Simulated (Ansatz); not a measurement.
**AsRu: computed properties**

Level of theory: Ansatz 0.2.0, DFT r2SCAN, scalar-relativistic, plane waves, PAW.

Cutoff 500 eV; k points 6×10×6 on the computed 8-atom cell (Γ-centred); Gaussian smearing, width 0.10 eV; collinear spin from starting moments 0 0 0 0 -0.3 -0.3 -0.3 -0.3 μB.

The structure is relaxed at this level of theory with its symmetry kept. Whether it is the stable form of this composition wasn't checked.

```cif
data_structure
_symmetry_space_group_name_H-M 'P 1'
_symmetry_Int_Tables_number 1
_cell_length_a 5.7317
_cell_length_b 3.3419
_cell_length_c 6.3576
_cell_angle_alpha 90.000
_cell_angle_beta 90.000
_cell_angle_gamma 90.000
_cell_volume 121.78
loop_
_atom_site_label
_atom_site_type_symbol
_atom_site_fract_x
_atom_site_fract_y
_atom_site_fract_z
_atom_site_occupancy
As1 As 0.69632 0.25000 0.06964 1
As2 As 0.30368 0.75000 0.93036 1
As3 As 0.19632 0.25000 0.43036 1
As4 As 0.80368 0.75000 0.56964 1
Ru1 Ru 0.49513 0.25000 0.70449 1
Ru2 Ru 0.50487 0.75000 0.29551 1
Ru3 Ru 0.99513 0.25000 0.79551 1
Ru4 Ru 0.00487 0.75000 0.20449 1
```

**Question.** Formation energy from the elements' standard states (uncorrected)?

**Answer.** -0.298 eV/atom.

**Question.** Density of states at the Fermi level?

**Answer.** 2.56 states/eV per cell.

**Question.** Löwdin character within 0.5 eV of the Fermi level?

**Answer.** Ru 4d 79 %, As 4p 15 %.

**Question.** Bader charges (e)?

**Answer.** As (4 in the cell) -0.05, Ru (4 in the cell) 0.05.

**Question.** Total moment?

**Answer.** -1.20 μB per cell.

**Question.** Site moments (μB; atoms counted from 1 over the whole cell)?

**Answer.** Ru (atom 5) -0.28, Ru (atom 6) -0.28, Ru (atom 7) -0.28, Ru (atom 8) -0.28.

The state reached may not be the lowest one. The run saw a state lower than the one given here.

Only this magnetic start was tried.

Cost: 1 run of about 14 core-minutes, on Arm Neoverse V1 (shared hosts).